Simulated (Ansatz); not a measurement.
C₂H₆N₂, SMILES CN=CN, a rigid scan of one bond length

Computed with Ansatz 0.2.0, Python API.

The script reads `c2h6n2.xyz`:
```text
10

C    -0.90210    0.66140   -0.76670
N    -0.52810   -0.68680   -0.74570
C     0.29060   -1.02510    0.13600
N     1.01170   -0.27290    1.10750
H    -1.73620    0.81360   -1.54750
H    -1.36710    1.04230    0.18120
H    -0.09860    1.36980   -1.05810
H     0.67290   -2.06780    0.18770
H     0.90730    0.73800    1.03700
H     1.83270   -0.62370    1.47150
```

Interactive session:
```pycon
>>> import ansatz
>>> import numpy as np
>>> config = {
...     "basis": "def2-SVP",
...     "functional": "HF",
... }
>>> c2h6n2 = ansatz.Crystal.molecule_from_extxyz("c2h6n2.xyz")
>>> symbols = [site.symbol for site in c2h6n2.cartesian_sites]
>>> start = np.array([site.position_ang for site in c2h6n2.cartesian_sites])
>>> axis = (start[1] - start[2]) / np.linalg.norm(start[1] - start[2])
>>> moving = [0, 1, 4, 5, 6]
>>> lengths, energies = [1.1, 1.15, 1.2, 1.25, 1.3, 1.35, 1.4, 1.475], []
>>> for length in lengths:
...     xyz = start.copy()
...     xyz[moving] += (length - np.linalg.norm(start[1] - start[2])) * axis
...     point = ansatz.Crystal.molecule()
...     for symbol, xyz in zip(symbols, xyz):
...         point = point.atom(symbol, xyz.tolist())
...     calc = (
...         point.calculation()
...         .basis(gaussian=config["basis"])
...         .functional(config["functional"])
...     )
...     data = calc.run().report
...     energies.append(data["free_energy_ev"])
...     print(f"r = {length:6.3f} A  E = {energies[-1]:.5f} eV  <S^2> = {abs(data['mean_field']['state']['spin_squared']):.3f}")
...
r =  1.100 A  E = -5113.17867 eV  <S^2> = 0.000
r =  1.150 A  E = -5113.96295 eV  <S^2> = 0.000
r =  1.200 A  E = -5114.36301 eV  <S^2> = 0.000
r =  1.250 A  E = -5114.47450 eV  <S^2> = 0.000
r =  1.300 A  E = -5114.37142 eV  <S^2> = 0.000
r =  1.350 A  E = -5114.11137 eV  <S^2> = 0.000
r =  1.400 A  E = -5113.73945 eV  <S^2> = 0.000
r =  1.475 A  E = -5113.04785 eV  <S^2> = 0.000
>>> # quartic fit about the minimum
>>> fit = np.polynomial.Polynomial.fit(lengths, np.array(energies) - min(energies), 4).convert()
>>> roots = [r.real for r in fit.deriv().roots() if abs(r.imag) < 1e-9 and fit.deriv(2)(r.real) > 0]
>>> r_e = min(roots, key=lambda r: abs(r - lengths[int(np.argmin(energies))]))
>>> print(f"minimum of the fit at {r_e:.4f} A, force constant {fit.deriv(2)(r_e):.2f} eV/A^2")
minimum of the fit at 1.2482 A, force constant 87.01 eV/A^2
```

What to keep in mind:
- These settings explore the input space; basis and method may be short of convergence.
- The rest of the molecule is held rigid at a force-field or estimated start geometry, and the basis set is modest; single-reference methods fail as a bond breaks.
- Hartree-Fock leaves correlation out, so bond, atomisation and ionisation energies come out well too low.
- The orbitals are restricted, so S² is zero by construction.
- Finished in 1.8 s on 1 thread of AMD EPYC 9R45 96-Core Processor (Zen 5), with other jobs on the host, peak memory 0.21 GiB.

(Lines on the test bed's own set-up are left out of the output.)
